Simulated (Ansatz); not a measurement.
# Several solutions for singlet SO

```xyz
2

S     0.0000    0.0000    0.0000
O     0.0000    0.0000    2.2350
```

Basis set: 6-31G (spherical functions). Charge 0, multiplicity 1.

PBE (unrestricted) was run from several starts with Ansatz (development build ahead of 0.2.0).

```json
{"run": "A", "program": "Ansatz", "start": "atomic start, no search", "converged": "yes", "energy (hartree)": "-472.90996", "<S²>": "0.00"}
{"run": "B", "program": "Ansatz", "start": "search for the lowest state", "converged": "yes", "energy (hartree)": "-472.94468", "<S²>": "1.00"}
{"run": "C", "program": "Ansatz", "start": "stability test followed", "converged": "yes", "energy (hartree)": "-472.94468", "<S²>": "1.00"}
```

(1) Which runs reached the lowest solution of this kind, and what is wrong with the others?

## Answers

(1) B, C reached the lowest solution found. Converged but too high: A by 0.94 eV. Convergence only shows a stationary point, and even a stable one can lie too high; stability tests and further starts are what find lower ones. Caution: another spin multiplicity may lie lower. Caution: the unrestricted determinant is a mixture of spin states.
